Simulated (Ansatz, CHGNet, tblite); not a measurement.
# Equilibrium lattice constant a of tetradymite Bi₂Se₃: levels of theory against measurement

Reference value: 4.143 Å (measured, temperature not stated, not corrected to a static lattice; as tabulated in Luo et al. (2012), arXiv:1308.1523).

Q: What do GFN1-xTB, CHGNet 0.3.0, LDA, PBE, r²SCAN-D4 give, and how far is each from the reference?

A: 
```
level (code)        value (Å)  difference (%)
------------------  ---------  --------------
GFN1-xTB (tblite)       4.028           -2.78
CHGNet 0.3.0            4.334           +4.61
LDA (Ansatz)            4.104           -0.94
PBE (Ansatz)            4.190           +1.13
r²SCAN-D4 (Ansatz)      4.149           +0.14
```

The reference's temperature isn't stated, so close values are not ranked against it. Off by more than 1.25 %, or 1.75 % on the side where a correction would as a rule narrow the miss (bounds picked here): CHGNet 0.3.0 (+4.61 %), GFN1-xTB (-2.78 %).

The reference isn't brought to a static lattice, while the calculations are for one, so the differences are not the levels' errors alone.  Density-functional levels without +SOC have no spin–orbit coupling. GFN1-xTB: the method was fitted mainly to molecules. GFN1-xTB: the run uses a supercell at the zone centre in place of a k mesh. LDA: LDA has no dispersion term either, though it tends to give short spacings of layers, chains or molecules. PBE: for a layered or molecular solid the relaxed cell lies over 5 % above the published volume, where the minimum can be shallow. PBE: the cell comes from a level without a dispersion term, which matters for the spacing of layers, chains or molecules. Cutoffs differ between the levels. Ansatz's density-functional and Hartree–Fock values are scalar-relativistic unless marked +SOC, with PAW data made under PBE.

Machine-learned potentials (CHGNet 0.3.0) are trained on DFT data: a solid inside that data is no test of them.

Differences are worked out from the printed values.

Ansatz is a program for electronic structure.
